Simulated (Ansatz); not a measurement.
Two isomers of C3H6O2: A = `C=COCO`, B = `O=CCCO`.

Isolated molecules relaxed with PBE0-D4/def2-TZVP in Ansatz; ΔE leaves out vibrations. CCSD(T)/CBS is the MP2 limit (def2-TZVPP, def2-QZVPP) plus CCSD(T) − MP2 in def2-TZVPP, frozen cores. DFT in def2-TZVPP. B3LYP here is the variant with VWN-RPA as its local correlation; programs differ in this. One conformer a species, not always the lowest.

Q: Which is lower in electronic energy at CCSD(T)/CBS, and by how much? (Estimate.)

A: Computed: B, by 11.8 kcal/mol.

Q: Give E(B) − E(A) in kcal/mol with MP2/def2-TZVPP, r2SCAN-D4, HF/def2-TZVPP, CCSD(T)/def2-TZVPP, B3LYP, PBE0-D4, ωB97M-V. (An estimate is asked.)

A: The calculation gave: MP2/def2-TZVPP -12.8, r2SCAN-D4 -10.6, HF/def2-TZVPP -12.9, CCSD(T)/def2-TZVPP -12.0, B3LYP -11.0, PBE0-D4 -11.4, ωB97M-V -11.6. None reverses the order clearly.

Largest T1 diagnostic: 0.013.
